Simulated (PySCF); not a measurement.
**Potential energy of BH along the bond**

Set-up: basis B def2-SVPD, H def2-SVPD; no relativity; PySCF 2.14. Energies in eV from B + H in their ground configurations at the same level. All curves are PBE0. state 1: ¹Σ⁺ (singlet), closed shell; state 2: ³Π (triplet), unpaired electrons σ ↑, π ↑, a second solution, started from another occupation; state 3: Ms = 0 determinant of mixed spin (⟨S²⟩ near 1.0), unpaired electrons σ ↑, π ↓, a second solution, started from another occupation.

| R (Å) | state 1 | state 2 | state 3 |
| --- | --- | --- | --- |
| 1.075 | -3.098 | -2.410 | -1.702 |
| 1.125 | -3.307 | -2.574 | -1.879 |
| 1.175 | -3.429 | -2.651 | -1.967 |
| 1.212 | -3.475 | -2.661 | -1.988 |
| 1.250 | -3.488 | -2.640 | -1.978 |
| 1.288 | -3.475 | -2.593 | -1.942 |
| 1.337 | -3.425 | -2.497 | -1.864 |
| 1.400 | -3.321 | -2.337 | -1.730 |
| 1.475 | -3.153 | -2.108 | -1.536 |
| 1.575 | -2.884 | -1.770 | -1.257 |

Problem. Put a parabola through the three lowest points of the state 1 curve and estimate Re, k and ωe (reduced mass 0.9233 u; 1 eV/Å² = 0.16022 mdyn/Å; ωe = 1302.8·√(k/μ) cm⁻¹).

Solution. Through R = 1.212, 1.25, 1.288 Å the second-order coefficient is 9.00 eV/Å², so Re ≈ 1.250 Å, k ≈ 2.88 mdyn/Å and ωe ≈ 2303 cm⁻¹. A polynomial fit of higher order to the unrounded PBE0 energies gives Re = 1.249 Å, k = 3.02 mdyn/Å, ωe = 2355 cm⁻¹; anharmonicity and rounding make the difference.

The higher-order fit for each curve: state 1: Re = 1.249 Å, ωe = 2355 cm⁻¹, De = 3.49 eV; state 2: Re = 1.205 Å, ωe = 2636 cm⁻¹, minimum 2.66 eV below the ground-state fragments; state 3: Re = 1.218 Å, ωe = 2518 cm⁻¹, minimum 1.99 eV below the ground-state fragments.
